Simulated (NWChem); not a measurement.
**doublet [P2]−: levels of theory compared**

Wanted: a comparison of 4 runs (UHF/STO-3G, UHF/3-21G, UB3LYP/6-31G*) of doublet [P2]−. 

Program for the calculation: NWChem 7.3.0.

24 further runs of the same task are left out: 24 set aside as unsound or not needed.

**1. Starting point**

[P2]−: 2 atoms, total charge -1, spin state doublet. SMILES of the parent species: `P#P`. The bond length is the one measured for the parent species. That shape belongs to the parent species and isn't relaxed for this state.

Bond lengths: P1–P2 1.893 Å.

**2. A single-point energy at UHF/STO-3G (run 1)**

Input file work.xyz:

```xyz
2

P      0.000000     0.000000     0.000000
P      0.000000     0.000000     1.893400
```

Input file run.py:

```python
from ase.io import read
from ase.calculators.nwchem import NWChem

mol = read('work.xyz')

calc = NWChem(
    label='work',
    theory='scf',
    memory='2200 mb',
    basis='STO-3G',
    basispar='spherical bse',
    charge=-1,
    scf={'nopen': '1', 'uhf': None, 'thresh': '1e-08', 'maxiter': '80'},
    task='energy',
)
mol.calc = calc

print(f"energy = {mol.get_potential_energy():.6f} eV")
```

The run is started by

```console
$ export ASE_NWCHEM_COMMAND="nwchem PREFIX.nwi > PREFIX.nwo"
$ python run.py
```

Log:

```text
energy = -18327.532388 eV
```

The calculator wrote work.nwi:

```
title "work"

permanent_dir work

scratch_dir work

start work

geometry units angstrom nocenter noautosym noautoz
  P  0.0000000000000000e+00 0.0000000000000000e+00 0.0000000000000000e+00
  P  0.0000000000000000e+00 0.0000000000000000e+00 1.8934000000000000e+00
end

charge -1

memory 2200 mb

basis spherical bse noprint
   * library STO-3G
end

scf
  nopen 1
  uhf
  thresh 1e-08
  maxiter 80
end

task scf energy
```

work.nwo, cut to the lines that bear on the results:

```text
[...]
      One electron energy =  -1078.132865122445
[... 1 line left out ...]
 Nuclear repulsion energy =     62.884166591809
[... 30 lines left out ...]
          Final beta eigenvalues
[... 121 lines left out ...]
                     UHF Final Beta Molecular Orbital Analysis
[...]
```

It took 1.6 s on 1 thread of Intel Xeon Platinum 8559C (Emerald Rapids), shared host; peak memory 0.097 GiB.

**3. The energy at UHF/3-21G (run 2)**

Input file mol.nw:

```
start mol
memory total 2200 mb
charge -1
geometry noautosym nocenter noautoz
  P      0.000000     0.000000     0.000000
  P      0.000000     0.000000     1.893400
end
basis spherical bse
  * library 3-21G
end
scf
  nopen 1
  uhf
  thresh 1e-08
  maxiter 80
  noprint "final vectors analysis"
end
task scf
```

The run is started by

```console
$ nwchem mol.nw > mol.out
```

Log:

```text
[...]
  functions       =    26
[...]
  wavefunction    = UHF
[...]
         Total SCF energy =   -677.978314101858
      One electron energy =  -1072.430798536433
      Two electron energy =    331.568317842765
 Nuclear repulsion energy =     62.884166591809
                       Sz =      0.5000
                 Sz(Sz+1) =      0.7500
                      S^2 =      0.7543
[...]
```

Run time: 1.1 s. Hardware: 1 thread of Intel Xeon Platinum 8559C (Emerald Rapids), shared host; peak memory 0.099 GiB.

Run 3 isn't shown in full; the table further down has it.

**4. A single-point energy at UB3LYP/6-31G(d) (Cartesian functions) (run 4)**

Input file job.nw:

```
start job
memory 2200 mb
charge -1

geometry units bohr noautosym nocenter noautoz
  P    0.00000000   0.00000000   0.00000000
  P    0.00000000   0.00000000   3.57800744
end

basis "ao basis" cartesian
  * library 6-31G*
end

dft
  xc b3lyp
  mult 2
  grid xfine
  convergence energy 1e-08
  maxiter 100
  mulliken
end

task dft energy
```

The run is started by

```console
$ nwchem job.nw > job.out
```

Log:

```text
[...]
          Wavefunction type:  spin polarized.
          No. of atoms     :     2
          No. of electrons :    31
[...]
          Charge           :    -1
          Spin multiplicity:     2
[...]
          AO basis - number of functions:    38
[...]
              XC Information
              --------------
                         B3LYP Method XC Potential
                     Hartree-Fock (Exact) Exchange  0.200
                        Slater Exchange Functional  0.800 local
                    Becke 1988 Exchange Functional  0.720 non-local
              Lee-Yang-Parr Correlation Functional  0.810
                  VWN I RPA Correlation Functional  0.190 local
[...]
 d= 0,ls=0.0,diis     1   -682.5332815017 -7.45D+02  3.93D-02  2.66D-01     0.9
[...]
 d= 0,ls=0.0,diis     7   -682.6976978385 -2.78D-09  3.37D-07  2.87D-11     4.1
[...]
         Total DFT energy =     -682.697697838533
      One electron energy =    -1076.741645576257
           Coulomb energy =      377.871861577173
    Exchange-Corr. energy =      -46.712075980822
 Nuclear repulsion energy =       62.884162141373
[...]
      Total Density - Mulliken Population Analysis
     ---------------------------------------------
    Atom       Charge   Shell Charges
 -----------   ------   -------------------------------------------------------
    1 P   15    15.50   2.00  1.99  5.97  1.28  2.24  0.69  1.33 -0.00
    2 P   15    15.50   2.00  1.99  5.97  1.28  2.24  0.69  1.33 -0.00
[...]
      <S2> =      0.7520 (Exact =     0.7500)
[...]
```

It took 4.8 s on 1 thread of Intel Xeon Platinum 8559C (Emerald Rapids), shared host; peak memory 0.11 GiB.

**5. The series**

| run | level | iteration cap | module | energy (Eh) | HOMO energy (eV) | LUMO energy (eV) | ⟨S²⟩ | wall time |
| --- | --- | --- | --- | --- | --- | --- | --- | --- |
| 1 | UHF/STO-3G | 80 | scf | -673.524398 | 6.28 | 15.43 | 0.751 | 1.6 s |
| 2 | UHF/3-21G | 80 | scf | -677.978314 | – | – | 0.754 | 1.1 s |
| 3 | UB3LYP/6-31G* (spherical functions) | 100 | dft | -682.692707 | 2.22 | 3.66 | 0.752 | 4.8 s |
| 4 | UB3LYP/6-31G* (Cartesian functions) | 100 | dft | -682.697698 | 2.22 | 3.66 | 0.752 | 4.8 s |

**6. What came out**

| quantity | value |
| --- | --- |
| run 4: total energy | -682.69770 Eh |
| run 4: HOMO energy (highest over α and β) | 2.22 eV |
| run 4: LUMO energy (lowest over α and β) | 3.66 eV |
| run 4: ⟨S²⟩ | 0.752 |

In words: In runs 1, 3, 4 the HOMO lies above zero, so the outermost electron may be held by the basis alone. In run 1 the basis is minimal, so the values are rough. All runs together took 12 s, the longest 4.8 s.
